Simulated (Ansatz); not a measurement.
Consider Mo in the bcc (W type) structure (space group Im-3m, No. 229).

```
Mo
1.0
   -1.58037     1.58037     1.58037
    1.58037    -1.58037     1.58037
    1.58037     1.58037    -1.58037
Mo
1
Direct
  0.00000   0.00000   0.00000
```

The values are results of PBE (Ansatz, an electronic-structure program; PAW; 420 eV plane waves; no spin-orbit coupling), not measurements.

One thing is altered: Cr takes the place of Mo on all its sites; the structure is relaxed again.

Measured lattice parameter a: Mo 3.141 Å (static lattice; corrected from measurement; as listed in Daniel Mejia-Rodriguez, S. B. Trickey, Phys. Rev. B (2018)); Cr 2.877 Å (static lattice; corrected from measurement; as listed in H. Levämäki et al., Physical Review B (2014)).

**Question.** How well does PBE reproduce the measured shift?

**Answer.** With PBE the lattice parameter a moves by -0.313 Å (3.161 → 2.848) against -0.264 Å measured.

Stability against distortions was not tested. Starting moments died away, wholly or in part, for Mo → Cr; another magnetic solution may exist. All final runs are without spin polarisation. Real Cr is antiferromagnetic at low temperature and ambient pressure, an order that this cell doesn't hold.
